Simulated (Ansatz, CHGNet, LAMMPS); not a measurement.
Ladder of methods for the lattice parameter a of fcc Pt

Reference value: 3.913 Å (measured, static lattice: zero-point anharmonic expansion removed; as tabulated in Mejia-Rodriguez and Trickey (2018), arXiv:1807.09216).

What do MEAM library.meam-Pt, CHGNet-r²SCAN, PBE, rVV10, HSE06 give, and how far is each from the reference?


```
level (code)                   value (Å)  error (%)
-----------------------------  ---------  ---------
MEAM library.meam-Pt (LAMMPS)      3.920      +0.18
CHGNet-r²SCAN (CHGNet)             3.945      +0.82
PBE (Ansatz)                       3.970      +1.46
rVV10 (Ansatz)                     4.014      +2.58
HSE06 (Ansatz)                     3.926      +0.33
```

Leaving aside MEAM library.meam-Pt, which can be fitted to such values or carry a doubt: Closest of these to the reference: HSE06 (+0.33 %). rVV10 (+2.58 %) lies farthest from it. Of these only HSE06 lands within 0.5 %. All 4 levels lie above the reference.

Density-functional levels without +SOC have no spin–orbit coupling. Cutoffs and k meshes differ between the levels. Ansatz's density-functional and Hartree–Fock values are scalar-relativistic unless marked +SOC, with PAW data made under PBE.

Empirical potentials (MEAM library.meam-Pt) are fitted to chosen data, which need not cover the solid at hand: agreement can be built in, and what lay outside the fit can be far off. Machine-learned potentials (CHGNet-r²SCAN) are trained on DFT data, which may include these solids.

Differences are worked out from the printed values.

Ansatz is an electronic-structure program.
